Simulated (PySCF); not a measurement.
Structure problem from calculated spectra and properties.

Formula: C2H3P.

* 13C NMR: chemical shifts (computed TMS as zero) by class: 190.2 (1 C), 13.7 (1 C) ppm [GIAO HF/pcSseg-2]
* Dipole: 1.49 D [CAM-B3LYP/def2-SVPD]
* 1H NMR: chemical shifts (computed TMS as zero) by class: 2.11 (3 H) ppm [GIAO HF/pcSseg-2]
* Rotational structure: rotational constants A, B, C: 157.864, 5.017, 5.017 GHz [PBE0-D3(BJ)/def2-SVP]
* Polarisability: 48.8 au [CAM-B3LYP/def2-SVPD]
* UV, first state: lowest singlet excitation: 4.30 eV (288 nm, f = 0.000) [TDDFT CAM-B3LYP/def2-SVPD]

The electronic properties come from PySCF, for the isolated species, density fitting. Levels stand in brackets. Isolated species at its PBE0-D3(BJ)/def2-SVP geometry, gas phase. NMR values are class means; diastereotopic atoms form classes of their own.

Question: Give a SMILES that accounts for the data.

Answer: Numbering: `[CH3:1][C:2]#[P:3]`. 2 carbons fall into 2 classes; from least to most shielded: triply bonded carbon [C2] (190.2 ppm), methyl carbon [C1] (13.7 ppm). All hydrogens form one class (2.11 ppm): methyl hydrogen. The optimised geometry has point group C3v and is a prolate symmetric top. Structure: `CC#P` (C2H3P). The assignments are read from this structure; whether some other isomer fits the data as well wasn't checked.
